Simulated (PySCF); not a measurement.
Species: C3H7O2S (doublet state).
Z-matrix (Å and degrees, GFN2-xTB geometry), rows numbered from 1:
```
C 
C   1  1.4097
S   2  1.9557  1  111.47
C   3  1.8405  2  105.40  1   -59.97
O   3  1.4409  2  107.75  1  -175.22
O   3  1.4374  2  109.17  1    55.74
H   1  1.0744  2  121.28  3    86.01
H   1  1.0726  2  120.51  3   -83.03
H   2  1.0852  1  116.69  3  -113.08
H   2  1.0855  1  115.68  3   111.66
H   4  1.0812  3  107.35  2  -113.90
H   4  1.0813  3  108.02  2     6.30
H   4  1.0813  3  107.40  2   125.93
```

The hyperfine couplings belong to this conformer and change with its torsions.

As a line formula: `[CH2]CS(C)(=O)=O` [radical].

Theory: PySCF, UKS B3LYP, pcH-1 on C H O S, non-relativistic, mean-field spin-orbit, GIAO. Isolated species at its GFN2-xTB geometry (one conformer only). GFN2-xTB frequencies show an imaginary mode (121i cm⁻¹), so this geometry is no minimum at that level. A GFN2-xTB geometry isn't a minimum of the functional, and hyperfine couplings can be far from their values at a DFT geometry. The SCF solution wasn't tested for stability.

Q: Predict the first-order ENDOR lines of C1, C2, C4, H8, H7, H9/H10 and H11/H12/H13 under fast tumbling at B = 345.2 mT (X band).

A: ν± = |νn ± a/2|, one line for each electron-spin manifold; νn = |g_N| × 7.62259 MHz/T × B.

```
     nuclei  isotope     g_N  νn (MHz)  a_iso (MHz)  lower line (MHz)  upper line (MHz)
         C1      13C  1.4048      3.70        81.35             36.98             44.37
         C2      13C  1.4048      3.70       -39.23             15.92             23.31
         C4      13C  1.4048      3.70        11.12              1.86              9.26
         H8       1H  5.5857     14.70       -55.76             13.18             42.58
         H7       1H  5.5857     14.70       -55.69             13.15             42.54
     H9/H10       1H  5.5857     14.70        38.66              4.63             34.03
H11/H12/H13       1H  5.5857     14.70        -1.35             14.02             15.37
```

The rows for 13C, of low natural abundance, apply to labelled samples.

Q: Which pairs are centred on the nuclear Larmor frequency, and which on half the coupling?

A: Centred on νn, since |a| < 2νn: H11/H12/H13. Centred on |a|/2 and split by 2νn: C1, C2, C4, H8, H7 and H9/H10.

Q: At what field would the lower line of C4 fall to zero frequency?

A: Where νn = |a|/2, that is B = 5.56 MHz/(1.4048 × 7.62259 MHz/T) = 519 mT, as far as first order holds there.

Nuclei that the bonding pattern makes equivalent are averaged, as if the motion that swaps them (rotation, inversion, ring flip) were fast. H7 and H8 aren't averaged: C1 is flat or nearly so (angle sum 359°), and its turn about the short C1–C2 bond (1.41 Å) is taken as slow.
